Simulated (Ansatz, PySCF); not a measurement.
Process, species as SMILES: C(F)C(F)(F)F + 5 [H][H] (H2) -> 2 C (CH4) + 4 F (HF)

Quantity: energy of full hydrogenation (electronic), in kcal/mol. Terms: six Cartesian d functions in 6-31G* and its kin unless marked 5d; dispersion terms only where a functional's name holds one; non-relativistic; 6-311+G** with 5d; spin-orbit terms left out; valence correlation only. Basis-set limits of correlation are two-point, X^-3; Hartree-Fock from the larger set. First-principles rows: single points at B3LYP-D3(BJ) geometries (Ansatz, a program for electronic structure).

Coupled cluster (Ansatz) is a level with limits of its own, used here on species with T1 under 0.025 (0.045 for open shells) and stable references: CCSD(T)/CBS(cc-pVTZ,cc-pVQZ).

Value to compare with, CCSD(T)/CBS(cc-pVTZ,cc-pVQZ) (Ansatz): -96.8 kcal/mol.

```csv
level,program,energy of full hydrogenation (electronic) (kcal/mol),difference
PBE/6-31G*,Ansatz,-35.9,60.9
PBE/6-311+G**,Ansatz,-96.6,0.2
BLYP/6-31G*,Ansatz,-30.7,66.1
BP86/6-31G* (5d),PySCF,-35.5,61.3
B3LYP/6-31G*,Ansatz,-43.2,53.6
B3LYP/6-311+G**,Ansatz,-100.3,-3.5
MP2/6-311+G**,Ansatz,-106.9,-10.1
PBE/def2-TZVPD,Ansatz,-90.4,6.4
```

Among the 7 habitual levels, BLYP/6-31G* lies farthest from CCSD(T)/CBS(cc-pVTZ,cc-pVQZ) (Ansatz) (66.1 kcal/mol) and PBE/6-311+G** nearest (0.2); 5 of 7 lie above it, and their mean absolute difference is 36.5 kcal/mol, the median 53.6. One case shows no general order.

The levels are drawn from those run, B3LYP/6-31G* more often than the rest, none by its result; left out are runs that failed, that the program found above a lower state of the same kind, or whose <S^2> lies over 0.5 above the pure value.
